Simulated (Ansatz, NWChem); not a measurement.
## Heat of formation of C2H3O (SMILES [CH2]C=O) from total energies

C2H3O: 6 atoms, total charge 0, spin state doublet. As SMILES, `[CH2]C=O`. The shape is that of a PBE0-D4/def2-TZVP optimisation.

```xyz
6

C    -0.4831    0.2293   -0.4821
C     0.4926   -0.2300    0.4421
O     0.2617   -1.0892    1.2860
H    -1.4812   -0.1910   -0.4501
H    -0.2458    0.9905   -1.2156
H     1.4979    0.2265    0.3736
```

Total energies at USVWN5/pcseg-2 (NWChem 7.3.0); the atoms run unrestricted:

| species | state | energy (Eh) |
| --- | --- | --- |
| C2H3O | doublet | -151.958785 |
| C | triplet | -37.466341 |
| O | triplet | -74.524304 |
| H | doublet | -0.478602 |

Harmonic wavenumbers at UPBE0-D4/def2-TZVP, in cm⁻¹: 441, 504, 753, 979, 981, 1166, 1398, 1470, 1587, 2959, 3162, 3280.

Measured heats of formation of the gaseous atoms at 298.15 K, in kJ/mol: C 716.9, O 249.2, H 218.0. Spin-orbit lowering of the atoms at 298 K (mean of the ground term's levels less their thermal mean, from spectra), in kJ/mol: C 0.02, O 0.40. Take 1 Eh = 2625.50 kJ/mol, 1 cm⁻¹ = 0.0119627 kJ/mol, RT = 2.479 kJ/mol.

**Question.** Work out the heat of formation of the gas at 298 K.

**Answer.** 
1. Electronic atomisation energy: 2 × (-37.466341) + (-74.524304) + 3 × (-0.478602) − (-151.958785) = 1.065993 Eh = 2798.8 kJ/mol.
2. Zero-point energy: half the sum of the wavenumbers, 9340 cm⁻¹ = 111.7 kJ/mol.
3. Thermal vibrational enthalpy, Σ hcν̃/(exp(hcν̃/kT) − 1): 1.8 kJ/mol. Translation, rotation and pV of a non-linear molecule: 4 RT = 9.9 kJ/mol.
4. The 6 free atoms carry 5/2 RT each: 37.2 kJ/mol.
5. Spin-orbit coupling lowers the free atoms by 2 × 0.02 + 0.40 = 0.4 kJ/mol.
6. Atomisation enthalpy at 298 K: 2798.8 − 0.4 − 111.7 − 1.8 − 9.9 + 37.2 = 2712.2 kJ/mol.
7. Sum of the atoms' heats of formation: 2337.0 kJ/mol. Heat of formation: 2337.0 − 2712.2 = -375.2 kJ/mol.

No measured value is set beside it here. The LDA overbinds, which puts heats of formation too low. Anharmonicity and any spin-orbit splitting of the molecule are left out.
